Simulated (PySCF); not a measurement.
# He: ionisation energy

He 1s2 (1S) → He⁺ 1s1 (2S), as a difference of total energies. Computed with PySCF 2.14 in def2-TZVP, with no relativity, point nucleus. Correlated levels: valence: nothing frozen. The calculations carry no spin-orbit coupling.

```csv
method,ionisation energy (eV)
UHF,23.450
B3LYP,24.926
BP86,24.842
SCS-MP2 (valence),24.322
```

**Question.** Estimate what CCSD (valence) gives.

**Answer.** 24.349 eV, closest to SCS-MP2 (valence) among the rows shown.

**Question.** Estimate what MP2 (valence) gives.

**Answer.** 24.176 eV, closest to SCS-MP2 (valence) among the rows shown.

Errors of the correlated levels include the incompleteness of this basis.

With two correlated electrons CCSD is exact in that space.

For comparison: 24.587 eV (measured; NIST Atomic Spectra Database, ionization energies).
